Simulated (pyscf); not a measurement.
HO–AsH₂ + silylene (SiH₂) [singlet] → O=AsH + silane (SiH₄), a concerted two-bond exchange (singlet surface; H–O, As–H broken, H–Si, H–Si formed). Single points on ωB97X-D3(BJ)/def2-SVP structures (PySCF, gas phase). MP2 and CC: frozen core, UHF for open shells. ΔMP2 is the change of the MP2 total energy from the triple- to the quadruple-zeta basis. Energies in kJ/mol from the separated reactants.

Small-basis levels: PySCF, no dispersion term, spherical d functions. AM1 to PM7: differences of heats of formation from MOPAC, which are fitted to 298 K values and so differ in kind from electronic energies by zero-point and thermal terms. Cost: rough CPU time at the saddle relative to B3LYP/6-31G*+LANL2DZ, from one job on a shared machine.

| level | barrier | reaction energy | cost |
|---|---|---|---|
| HF/STO-3G | 163.0 | -64.7 | 0.08 |
| HF/6-31G*+LANL2DZ | 140.5 | -41.8 | 0.1 |
| MP2/6-31G*+LANL2DZ | 34.0 | -132.3 | 0.1 |
| B3LYP/STO-3G | -42.8 | -195.2 | 0.8 |
| B3LYP/LANL2DZ | 31.1 | -72.6 | 0.7 |
| B3LYP/6-31G*+LANL2DZ | 26.8 | -90.0 | 1 |
| M06-2X/6-31G*+LANL2DZ | 31.5 | -67.6 | 2 |
| B3LYP/6-311+G**+LANL2DZ | 46.2 | -56.6 | 2 |
| B3LYP/def2-SVP | 19.6 | -81.8 | 2 |
| AM1 | 99.4 | -8.3 | under 0.02 |
| PM3 | -2.8 | -51.5 | under 0.02 |
| PM7 | 26.8 | -71.7 | under 0.02 |
| CCSD(T)/def2-TZVPP + ΔMP2(QZVPP) | 27.3 | -82.4 | – |

Against the last row the barrier runs from -70.1 (B3LYP/STO-3G) to +135.7 kJ/mol (HF/STO-3G). At B3LYP/STO-3G, PM3 this geometry lies under one side, so the entry may be no barrier of that level: it is a single point on another level's saddle. CCSD(T)/def2-TZVPP + ΔMP2(QZVPP) has limits of its own. On the reactant side the descent ends in a bound adduct, 63.4 kJ/mol under the separated species and 78.2 kJ/mol under the saddle at ωB97X-D3(BJ)/def2-TZVP. At ωB97X-D3(BJ)/def2-TZVP the barrier from the zero used here is 14.8 kJ/mol. The same reactants have a lower exit, to HO–SiH₂–AsH₂ (barrier -63.6 kJ/mol at ωB97M-D3(BJ)/def2-TZVP, against +34.4 kJ/mol here). O=AsH lies 31.2 kJ/mol over its isomer HO–As: [triplet] (electronic energy, ωB97M-D3(BJ)/def2-TZVP). This is the saddle that the search found; another between the same sides may lie lower. The CCSD(T) − MP2 part came from Ansatz, without density fitting, on the same reference. The frozen core leaves the outer d or s,p core shells of the metals and heavy elements correlated in the MP2 and CC values, and def2-TZVPP describes them poorly, which can shift differences by a few kcal/mol. In the def2 sets elements up to Kr have no core potential.
